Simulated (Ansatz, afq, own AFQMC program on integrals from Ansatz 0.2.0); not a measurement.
Two steps: Ansatz 0.2.0 writes the Fock matrix and Cholesky factors of the valence space, and afq projects on them the lowest state that overlaps trial and start.

```yaml
crystal:
  periodic: [false, false, false]
  atoms:
    - {symbol: Si, position_ang: [0.000000, -0.118572, 0.606157]}
    - {symbol: O, position_ang: [0.000000, 0.162082, -1.027349]}
    - {symbol: H, position_ang: [0.000000, 1.366569, 0.980666]}
    - {symbol: H, position_ang: [0.000000, -0.635437, -1.563283]}
basis:
  gaussian: {orbitals: cc-pVDZ}
magnetization: {spin_polarized: true, initial_magnetization: 0}
correlation: {method: ccsd_t, electrons: outside_noble_gas, hamiltonian_folder: ham}
```

```sh
$ ansatz run in.yaml --threads 1 --pin off --events-out ev --progress --plain --max-ram 24576MiB --backend cuda --devices 0, --max-vram 18GiB
```

Options of the walk:

```
--method phaseless --trial cisd --walkers 4000 --populations 20 --least-time 60 --time-step 0.005 --steps-per-block 50 --equilibration-blocks 28 --max-blocks 4000 --target-error 0.00021 --factor-cut 1e-05 --start spin_pure --seed 800 --release-times 0.24,0.51,0.99,1.62,2.4 --release-step 0.03 --release-every 3 --taylor-order 6
```

Times are imaginary, in 1/Eh. The walk had a cap of 122 s. With eight or more populations the least sampling time is a fifth of least-time, and the error comes from their spread.

Log:

```
orbitals 36  electrons 6 6  factors 273 of 400
reference energy -364.94474825 Eh
CCSD correlation -0.29855627 Eh in 11 cycles, weight of the determinant in the CISD state 0.8782
energy of the start -365.243311 Eh
 block  time / (1/Eh)  mean weight  energy / Eh
     1     0.250  0.9998  -365.239503
     2     0.500  1.0002  -365.242340
     3     0.750  0.9999  -365.245513
     4     1.000  1.0000  -365.246957
     5     1.250  1.0002  -365.248382
     9     2.250  0.9997  -365.251411
    15     3.750  1.0001  -365.251239
    23     5.750  0.9997  -365.251985
    31     7.750  1.0002  -365.252982
    39     9.750  0.9999  -365.252564
    47    11.750  0.9999  -365.251991
    55    13.750  0.9998  -365.251779
    57    14.250  1.0002  -365.253439
    63    15.750  0.9999  -365.249984
    71    17.750  0.9998  -365.253322
    79    19.750  1.0002  -365.252207
    87    21.750  1.0001  -365.250545
error from the spread of 20 populations
released: time / (1/Eh)  energy / Eh  error  mean overlap
  0.24  -365.251965  0.000195  0.9985
  0.51  -365.252151  0.000172  0.9952
  0.99  -365.252301  0.000142  0.9951
  1.62  -365.252085  0.000194  0.9936
  2.40  -365.252157  0.000203  0.9844
energy -365.251813 +/- 0.000177 Eh
(rows thinned)
```

The run passed its tests (sampling time, drift between the halves within three errors, error under three times the target), which doesn't prove that it has relaxed.

Against this walk (error 4.8 meV) on the same determinant: CCSD(T) 34.3 meV higher, CCSDT(Q) 6.4 meV lower (within the noise), CCSDTQ 4.0 meV lower (within the noise). The error is statistical and leaves out the bias of the constraint. Released to 2.40 1/Eh the energy moves by -9 ± 7 meV (both errors), within twice the noise.

Cautions: constraint bias not in the error; an unrestricted solution with more broken spin lies lower (6 meV, ⟨S²⟩ 0.11), while this determinant keeps restricted orbitals.

The walk took 34 s on 1 × NVIDIA H100 80GB HBM3 with 2 threads of AMD EPYC 7R13 Processor (Zen 3) (shared host) (the card was shared). The log's last line is the phaseless energy.

CCSDT and higher add their correlation energy to the determinant of the CCSD(T) run, since their own runs factorise the integrals more tightly (a shift of under 2 meV). A walk keeps the symmetry of its determinant, which the program's search chose and which needn't be the lowest solution, so a lower state of the same spin and another symmetry isn't excluded.
